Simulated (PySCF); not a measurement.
Gas-phase reaction: 2 PH2 = P2 + 2 H2

Energies from PySCF, thermal terms from the rigid-rotor harmonic-oscillator model, ideal gas at 1 bar. † marks an energy on the PBE0/def2-TZVP geometry and frequencies; other levels use their own. 6-31G* has spherical d functions here. Open shells (unrestricted): PH2 (multiplicity 2); the rest are closed-shell singlets. B3LYP is the form with VWN-RPA correlation. PH2: computed as isolated molecules; such fragments, hydroxides, amides, oligomers or adducts are transient or little studied in the gas.

HF/def2-TZVP† gives ΔH°(298 K) = 41 kJ.

### Question
What do r2SCAN/def2-TZVP†, B3LYP/6-31G*, B3LYP/def2-TZVP† give?

### Answer
r2SCAN/def2-TZVP†: -77 kJ; B3LYP/6-31G*: -89 kJ; B3LYP/def2-TZVP†: -87 kJ. For scale, ΔH°(298 K) is 41 kJ at this level, -98 kJ at ωB97M-V/def2-TZVP†, and runs from -132 to 45 kJ over the 20 levels computed.
